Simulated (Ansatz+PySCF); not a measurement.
The numbers below are computed, except where a source is named.
## PySCF 2.14.0 run

```python
from pyscf import gto, scf, cc

mol = gto.M(atom="""
P 0.000000 0.000000 0.000000
O 0.000000 0.000000 1.840000
""", basis='sto-3g', charge=0, spin=1)
mf = scf.UHF(mol)
mf.kernel()
mycc = cc.CCSD(mf, frozen=6).run()
et = mycc.ccsd_t()
print(mf.e_tot, mycc.e_corr, et, mycc.e_tot + et)
```

The script is written out from the run's settings.

Output:

```json
{
 "Converged": "yes",
 "Reference energy": "-410.56963 hartree",
 "CCSD correlation energy": "-0.17572 hartree",
 "Triples correction": "-0.03942 hartree",
 "Total energy": "-410.78478 hartree",
 "Spin squared of the determinant": "0.754"
}
```

The reference isn't the lowest determinant (another lies 3.68 eV lower), but the same method gives a higher total on the lower determinant. Caution: large share of triples, a single reference is doubtful.
